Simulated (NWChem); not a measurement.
System: NH$_{2}$, doublet; SMILES [NH2]

```xyz
3

N      0.0000     0.0000     0.1667
H      0.8041     0.0000    -0.4718
H     -0.8041     0.0000    -0.4718
```
Atoms are numbered in this order, from 1.

Computed with NWChem. Pople sets run with spherical d functions. Spin-unrestricted. In the optimisation the excess spin sits in b2 (C2v, its own frame). All runs use the structure optimised with PBE0-D3(BJ)/def2-TZVP, spin-unrestricted. No stability test was run on the SCF state. B3LYP is NWChem's, with the RPA form of VWN correlation. Vzz is the largest principal value of the second derivative of the potential at the nucleus (NWChem prints the opposite sign); η is the asymmetry. Non-relativistic.

```
level            Vzz N1 (a.u.)  η N1
---------------  -------------  ----
B3LYP/def2-SVP          -0.781  0.56
B3LYP/def2-TZVP         -0.830  0.76
PBE/6-31G*              -0.719  0.70
PBE/def2-SVP            -0.758  0.61
```
